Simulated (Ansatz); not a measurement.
Species: C2H2Cl (charge -1, singlet). It need not be the lowest isomer of its formula. Whether it binds its extra electron was not tested at this geometry. 
Coordinates optimised at B3LYP-D3(BJ)/def2-TZVP (Ansatz, a program for electronic structure):
```xyz
5

C     -0.1169     1.0309    -0.0001
C      1.2220     1.0944     0.0228
Cl    -0.6007    -0.8889    -0.0119
H      1.9274     0.2630     0.0333
H      1.6537     2.0969     0.0320
```
Charge -1, spin multiplicity 1.

Parts of the frozen-core correlation energy in STO-3G (Ansatz, hartree). Frozen orbitals: 7; correlated occupied orbitals by spin: 9 and 9; virtual: 5 and 5. Spin-orbit coupling is left out. Non-relativistic. The restricted reference is unstable.

| term | value |
|---|---|
| reference (HF) | -530.32998 |
| MP2 opposite-spin | [?] |
| MP2 same-spin | [?] |
| CCSD correlation | -0.13868 |
| (T) | [?] |
| FCI minus CCSD(T) | -0.00071 |
| T1 diagnostic | 0.013 |
| largest doubles amplitude | 0.151 |

**Question.** Some entries are withheld; supply them.

**Answer.** 
- MP2 opposite-spin, value: -0.09268
- MP2 same-spin, value: -0.01619
- (T), value: -0.00219
